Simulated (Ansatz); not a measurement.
in.yaml

```yaml
crystal:
  periodic: [false, false, false]
  atoms:
    - {symbol: Cu, position_ang: [-0.375667, 0.005120, 0.005985]}
    - {symbol: C, position_ang: [1.524301, -0.025688, -0.016839]}
    - {symbol: H, position_ang: [1.914823, -1.002522, -0.056463]}
    - {symbol: H, position_ang: [1.829489, 0.489233, 0.860622]}
    - {symbol: H, position_ang: [1.776046, 0.496592, -0.980857]}
basis:
  gaussian: {orbitals: 6-31G}
magnetization: {spin_polarized: false}
hamiltonian: {xc: {name: r2SCAN}}
correlation: {method: afqmc, electrons: outside_noble_gas, diis_vectors: 2}
scf: {omitted_lower_state_checks: [cluster_reference]}
output: {forces: true}
```

```sh
$ ansatz run in.yaml --threads 1 --pin off --events-out ev --progress --plain --max-ram 2393MiB
```

Problem. One thing in this input was set wrong on purpose, beside settings that are merely unusual. What is the gravest fault, and what does the program do?

Solution. A method name that the input doesn't accept. How the run ends: refused.
```
Error: YAML parse error: error: line 13 column 23: unknown variant `afqmc`, expected one of mp2, rpa, ccsd, ccsd_t, bccd, bccd_t, ccsdt, ccsdt_q, ccsdt_q_b, ccsdtq, fci, sc_nevpt2, fic_nevpt4_sd, fic_mrcisd_q, fic_mrcisd_q_relaxed
  --> <input>:13:23
   |
11 | magnetization: {spin_polarized: false}
12 | hamiltonian: {xc: {name: r2SCAN}}
13 | correlation: {method: afqmc, electrons: outside_noble_gas, diis_vectors: 2}
   |                       ^ unknown variant `afqmc`, expected one of mp2, rpa, ccsd, ccsd_t, bccd, bccd_t, ccsdt, ccsdt_q, ccsdt_q_b, ccsdtq, fci, sc_nevpt2, fic_nevpt4_sd, fic_mrcisd_q, fic_mrcisd_q_relaxed
14 | scf: {omitted_lower_state_checks: [cluster_reference]}
15 | output: {forces: true}
   |
```
